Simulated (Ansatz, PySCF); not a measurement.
This PySCF input computes a CCSD(T)/cc-pVDZ energy:

```python
from pyscf import gto, scf, mp, cc as ccmod

mol = gto.M(
    atom='''
    O     1.15064415    0.27323898    0.38198658
    C     0.02389777    0.31049500   -0.18794480
    H    -0.18242979    1.19605197   -0.85698703
    C    -1.03824297   -0.56806862   -0.13806164
    H    -0.99655321   -1.47240569    0.46326975
    H    -1.94009899   -0.36411639   -0.70613676
    ''',
    basis='cc-pvdz',
    charge=-1,
    spin=0,
    verbose=4,
)

mf = scf.RHF(mol)
mf.conv_tol = 1e-10
mf.max_cycle = 100
mf.kernel()
mp2 = mp.MP2(mf, frozen=3).run()
cc = ccmod.CCSD(mf, frozen=3)
cc.max_cycle = 100
cc.kernel()
et = cc.ccsd_t()
print(f'E(CCSD(T)) = {cc.e_tot + et:.9f}')
```

**Question.** Write an input for the same energy in Ansatz (an electronic-structure program) and say what it gives.

**Answer.** 
Ansatz 0.2 input:
```yaml
crystal:
  periodic: [false, false, false]
  atoms:
    - {symbol: O, position_ang: [1.15064415, 0.27323898, 0.38198658]}
    - {symbol: C, position_ang: [0.02389777, 0.31049500, -0.18794480]}
    - {symbol: H, position_ang: [-0.18242979, 1.19605197, -0.85698703]}
    - {symbol: C, position_ang: [-1.03824297, -0.56806862, -0.13806164]}
    - {symbol: H, position_ang: [-0.99655321, -1.47240569, 0.46326975]}
    - {symbol: H, position_ang: [-1.94009899, -0.36411639, -0.70613676]}
basis:
  gaussian:
    orbitals: cc-pVDZ
total_charge: -1
magnetization: {spin_polarized: false}
correlation: {method: ccsd_t, electrons: outside_noble_gas}
```
It gives -152.80215 Eh, and PySCF -152.80215 Eh, a difference of 0.00 mEh.

It need not be the lowest isomer of its formula. Whether it binds its extra electron was not tested at this geometry.
